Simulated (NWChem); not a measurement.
**C2H3O (SMILES [CH2]C=O): the vertical ionisation energy from total energies**

C2H3O has 6 atoms, charge 0, and is taken as a doublet. SMILES: `[CH2]C=O`. The shape is that of a PBE0-D4/def2-TZVP optimisation.

```xyz
6

C    -0.4831    0.2293   -0.4821
C     0.4926   -0.2300    0.4421
O     0.2617   -1.0892    1.2860
H    -1.4812   -0.1910   -0.4501
H    -0.2458    0.9905   -1.2156
H     1.4979    0.2265    0.3736
```

Both states at this one shape; open shells run unrestricted unless said. 1 Eh = 27.2114 eV.

| level | program | doublet C2H3O (Eh) | singlet C2H3O+ (Eh) |
| --- | --- | --- | --- |
| UB3LYP/def2-SVP | NWChem | -153.057837 | -152.674719 |
| UB3LYP/def2-TZVP | NWChem | -153.239085 | -152.853910 |
| UB3LYP/def2-TZVPP | NWChem | -153.240286 | -152.855083 |

Q: Work out the vertical ionisation energy at each level.

A: 
1. UB3LYP/def2-SVP: -152.674719 − (-153.057837) = 0.383118 Eh = 10.43 eV.
2. UB3LYP/def2-TZVP: -152.853910 − (-153.239085) = 0.385175 Eh = 10.48 eV.
3. UB3LYP/def2-TZVPP: -152.855083 − (-153.240286) = 0.385203 Eh = 10.48 eV.

No measured value is set beside it here; the levels span 10.43 to 10.48 eV.
